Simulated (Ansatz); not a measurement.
SnS (Pnma, No. 62): cohesive energy by level of theory

No measured value is used here.

```csv
level (code),value (eV/atom),cell (Å³/atom)
PBEsol (Ansatz),(withheld),23.40
HSE06 (Ansatz),3.45,25.30
PBE0 (Ansatz),3.44,25.42
```

**Question.** Fill in the missing entries.

**Answer.** 
- PBEsol (Ansatz, an electronic-structure program), value (eV/atom): 3.96

Density-functional levels without +SOC have no spin–orbit coupling, which shifts binding energies of heavy elements. PBEsol, HSE06, PBE0: the relaxation could not lower the start's symmetry, so the cell can be a saddle point above a distorted one. Each level is taken at its own relaxed cell. Cutoffs and k meshes differ between the levels. Ansatz's density-functional and Hartree–Fock values are scalar-relativistic unless marked +SOC, with PAW data made under PBE.
